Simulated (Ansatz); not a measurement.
Start from `CCCCCO` and change one atom or group to get `CCCCC=O`.

Ansatz, PBE0-D4/def2-TZVP geometries, multiplicity 1. Each molecule was computed in one conformer, which needn't be the lowest.

```csv
property,`CCCCCO`
size of the dipole moment (ωB97M-V/def2-TZVPP) / D,1.55
size of the dipole moment (B3LYP/def2-TZVPP) / D,1.54
LUMO energy (PBE0/def2-TZVPP) / eV,1.02
HOMO–LUMO gap (B3LYP/def2-TZVPP) / eV,8.18
LUMO energy (B3LYP/def2-TZVPP) / eV,0.65
HOMO–LUMO gap (ωB97M-V/def2-TZVPP) / eV,12.62
```

(1) Give the same properties after the change, and the shifts. (An estimate is asked.)

Answers

(1) The calculation gave: 
```csv
property,`CCCCC=O`,shift
size of the dipole moment (ωB97M-V/def2-TZVPP) / D,2.51,0.96
size of the dipole moment (B3LYP/def2-TZVPP) / D,2.51,0.97
LUMO energy (PBE0/def2-TZVPP) / eV,-0.58,-1.60
HOMO–LUMO gap (B3LYP/def2-TZVPP) / eV,6.27,-1.91
LUMO energy (B3LYP/def2-TZVPP) / eV,-0.88,-1.53
HOMO–LUMO gap (ωB97M-V/def2-TZVPP) / eV,11.50,-1.12
```

With PBE0 the HOMO rises by 0.39 eV and the LUMO falls by 1.60 eV, so the gap narrows by about 1.99 eV. PBE moves the HOMO by 0.34 eV and ωB97M-V by 0.42 eV. Dipoles are sizes alone; their direction can turn.

B3LYP here is the variant with VWN-RPA as its local correlation; programs differ in this.
